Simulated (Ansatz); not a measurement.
The reference is InP in the zinc blende structure (space group F-43m, No. 216; a = 5.878 Å).

Levels (all Ansatz, an electronic-structure program, PAW): PBEsol (420 eV, no SOC); HSE06 (420 eV, no spin-orbit coupling).

Levels that relaxed their own cell: PBEsol.

| level | band gap | lattice parameter a | electron mass at Γ |
|---|---|---|---|
| PBEsol | 0.57 eV | 5.878 Å | 0.046 mₑ |
| HSE06 | 1.45 eV | – | – |

Measured: band gap 1.47 eV (static lattice; corrected from measurement; as listed in Wei Chen et al., Physical Review Materials (2018)); lattice parameter a 5.858 Å (static lattice; corrected from measurement; as listed in Daniel Mejia-Rodriguez, S. B. Trickey, Phys. Rev. B (2018)); electron mass at Γ 0.079 mₑ (temperature not stated; as listed in Magdalena Laurien, Oleg Rubel, Phys. Rev. B (2022)).

Computed minus measured — band gap: PBEsol -0.90 eV, HSE06 -0.02 eV (closest: HSE06); lattice parameter a: PBEsol +0.3 %; electron mass at Γ: PBEsol -42 %. Measured values not marked as corrected hold thermal and zero-point effects that the static-lattice runs lack. A measured gap can be an optical one, lowered by exciton binding. Levels without spin-orbit coupling miss its lowering of the gap, often about a third of the valence-band splitting.

Single points use the geometry relaxed with PBEsol. Masses are band curvatures over ±0.01 Å⁻¹ around the edge. Stability against distortions was not tested.
